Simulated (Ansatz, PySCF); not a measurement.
Molecule: sulfur dioxide, SO$_{2}$, charge 0, multiplicity 1. SMILES: O=S=O
Geometry: optimised at B3LYP-D3(BJ)/def2-TZVP (Ansatz, a first-principles code).

Wanted: atomisation energy, in kcal/mol. Set-up: atomisation electronic, to ground-state atoms; UHF or UKS for open shells; no dispersion term unless named; non-relativistic; spin-orbit terms left out. Ab initio and DFT rows: single points at B3LYP-D3(BJ) geometries (Ansatz).

```csv
species,coefficient,"E at BP86/def2-SVP (PySCF), Eh","E at wB97M-V/def2-TZVPD (Ansatz), Eh"
O=S=O,-1,-548.39919,-548.65792
O atom,+2,-74.99134,-75.07806
S atom,+1,-398.01325,-398.09150
```

 1 Eh = 627.5095 kcal/mol.

Problem. Work the quantity out at each level.

Solution. 
- BP86/def2-SVP: the sum of coefficient times E is 0.40326 Eh, or 253.05 kcal/mol. Result: 253.0 kcal/mol.
- wB97M-V/def2-TZVPD: the sum of coefficient times E is 0.41030 Eh, or 257.47 kcal/mol. Result: 257.5 kcal/mol.
